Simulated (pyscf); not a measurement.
Structures and frequencies: ωB97X-D3(BJ)/def2-SVP in PySCF. Correlated levels are frozen-core, on RHF or UHF. ΔMP2 is the change of the MP2 total energy from the triple- to the quadruple-zeta basis.

Problem. Estimate the classical barrier height and the reaction energy of H₂O + OH• → H• + HO–OH at CCSD(T)/def2-TZVPP + ΔMP2(QZVPP). The step runs on the doublet surface, breaks H–O and forms O–O; take the separated reactants as zero.

Solution. ΔE‡ = 3.43 eV, ΔE = +3.12 eV. Zero-point energy shifts the barrier by -0.07 eV. It is a substitution at O, with an imaginary mode of 1394i cm⁻¹. On the reactant side the descent ends in a complex, 0.29 eV under the separated species and 3.60 eV under the saddle at ωB97X-D3(BJ)/def2-TZVP. At ωB97X-D3(BJ) the barrier from the zero used here is 3.31 eV. The same reactants have a lower exit, to OH• + H₂O (barrier +0.25 eV at ωB97M-D3(BJ), against +3.30 eV here). One saddle was located; it need not be the lowest between these sides. The angle at the attacked O is 161°. The CCSD(T) − MP2 part came from Ansatz, without density fitting, on the same reference. A UHF reference is spin-contaminated (<S²> up to 0.97), which harms MP2 most. Left out: the spin-orbit lowering of OH.
